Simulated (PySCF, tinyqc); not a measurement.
Worked calculation: G0W0 on RHF in the sto-6g basis, for LiH, spin multiplicity 1. The lowest restricted solution is unstable here: a spin-polarised one lies 0.0008 hartree lower (PySCF). One step of it, computed by the program tinyqc.

Task: G0W0 on Hartree-Fock: HOMO. W(p,q,m) = sqrt2 sum_ia (pq|ia) (X+Y)_ia,m; Sigma_c(x) = sum_(i,m) W^2/(x - e_i + w_m) + sum_(a,m) W^2/(x - e_a - w_m); solve x = e_p + Sigma_c(x) by Newton steps; Z = 1/(1 - dSigma/dx); 1 hartree = 27.211386 eV.

orbital energies (hartree): MO1 -2.404415, MO2 -0.241375, MO3 0.071512, MO4 0.159337, MO5 0.159337, MO6 0.404591

Two-electron integrals over orbitals (pq|rs), unique and non-zero (hartree):
```
(11|11) 1.665256    (21|11) -0.098184   (21|21) 0.010300    (22|11) 0.317619
(22|21) 0.003068    (22|22) 0.456511    (31|11) -0.144682   (31|21) 0.010980
(31|22) -0.011284   (31|31) 0.023267    (32|11) 0.027901    (32|21) -0.002592
(32|22) -0.056752   (32|31) -0.000532   (32|32) 0.019251    (33|11) 0.395920
(33|21) -0.008989   (33|22) 0.211895    (33|31) 0.000815    (33|32) 0.013738
(33|33) 0.330988    (41|41) 0.010038    (42|41) 0.007103    (42|42) 0.020834
(43|41) 0.010367    (43|42) 0.019965    (43|43) 0.041665    (44|11) 0.396969
(44|21) -0.003350   (44|22) 0.246255    (44|31) -0.004796   (44|32) 0.012796
(44|33) 0.280540    (44|44) 0.313125    (51|51) 0.010038    (52|51) 0.007103
(52|52) 0.020834    (53|51) 0.010367    (53|52) 0.019965    (53|53) 0.041665
(54|54) 0.016875    (55|11) 0.396969    (55|21) -0.003350   (55|22) 0.246255
(55|31) -0.004796   (55|32) 0.012796    (55|33) 0.280540    (55|44) 0.279374
(55|55) 0.313125    (61|11) 0.072238    (61|21) -0.009737   (61|22) -0.007402
(61|31) -0.005201   (61|32) 0.002672    (61|33) 0.011996    (61|44) 0.001500
(61|55) 0.001500    (61|61) 0.011606    (62|11) -0.079836   (62|21) 0.001656
(62|22) 0.111121    (62|31) 0.004086    (62|32) -0.042420   (62|33) -0.020174
(62|44) -0.036112   (62|55) -0.036112   (62|61) 0.000753    (62|62) 0.131738
(63|11) 0.019801    (63|21) -0.002046   (63|22) -0.055959   (63|31) 0.004246
(63|32) 0.015239    (63|33) 0.036483    (63|44) 0.006994    (63|55) 0.006994
(63|61) 0.004225    (63|62) -0.037285   (63|63) 0.029286    (64|41) -0.005936
(64|42) -0.018526   (64|43) -0.012387   (64|64) 0.019551    (65|51) -0.005936
(65|52) -0.018526   (65|53) -0.012387   (65|65) 0.019551    (66|11) 0.356323
(66|21) 0.001034    (66|22) 0.427437    (66|31) -0.010788   (66|32) -0.046721
(66|33) 0.238140    (66|44) 0.260012    (66|55) 0.260012    (66|61) -0.005077
(66|62) 0.100807    (66|63) -0.044983   (66|66) 0.423042
```

excitation energies w (hartree): [0.336083, 0.440268, 0.440268, 0.875565, 2.521688, 2.583775, 2.583775, 2.832444]

X + Y, order 1>3, 1>4, 1>5, 1>6, 2>3, 2>4, 2>5, 2>6:
$$\begin{pmatrix}
-0.000279 & 0.000000 & 0.000000 & -0.006244 & 0.990339 & 0.000000 & 0.000000 & -0.030840 \\
0.000000 & 0.005366 & -0.009282 & 0.000000 & 0.000000 & 0.984410 & -0.152212 & 0.000000 \\
0.000000 & -0.009282 & -0.005366 & 0.000000 & 0.000000 & 0.152212 & 0.984410 & 0.000000 \\
-0.003814 & 0.000000 & 0.000000 & -0.000755 & 0.034813 & 0.000000 & 0.000000 & 0.995311 \\
0.958188 & 0.000000 & 0.000000 & -0.070248 & -0.000103 & 0.000000 & 0.000000 & 0.000422 \\
0.000000 & -0.477472 & 0.825929 & 0.000000 & 0.000000 & 0.001729 & -0.000267 & 0.000000 \\
0.000000 & 0.825929 & 0.477472 & 0.000000 & 0.000000 & 0.000267 & 0.001729 & 0.000000 \\
0.162917 & 0.000000 & 0.000000 & 0.852978 & 0.001881 & 0.000000 & 0.000000 & 0.000215
\end{pmatrix}$$

Give: The 12 largest terms at x = e_p; Newton steps; quasiparticle energy of the HOMO; Hartree-Fock value.

Result:

The 12 largest terms at x = e_p (hartree; W for the signs of X + Y given):
```
q  m       W       term
2  4   0.140      0.022
6  4   0.163     -0.017
2  1  -0.051      0.008
3  4  -0.053  -2.37e-03
6  1  -0.027  -7.50e-04
5  2   0.024  -6.99e-04
4  3   0.024  -6.99e-04
3  1   0.016  -4.09e-04
4  2  -0.014  -2.34e-04
5  3   0.014  -2.34e-04
2  5  -0.016   9.98e-05
1  5   0.015   4.74e-05
```

Newton steps (hartree):
```
step       x  Sigma_c(x)      Z
0     -0.241       0.007  0.938
1     -0.234       0.007  0.939
2     -0.234       0.007  0.939
```

quasiparticle energy of the HOMO = -6.379 eV

Hartree-Fock value = -6.568 eV
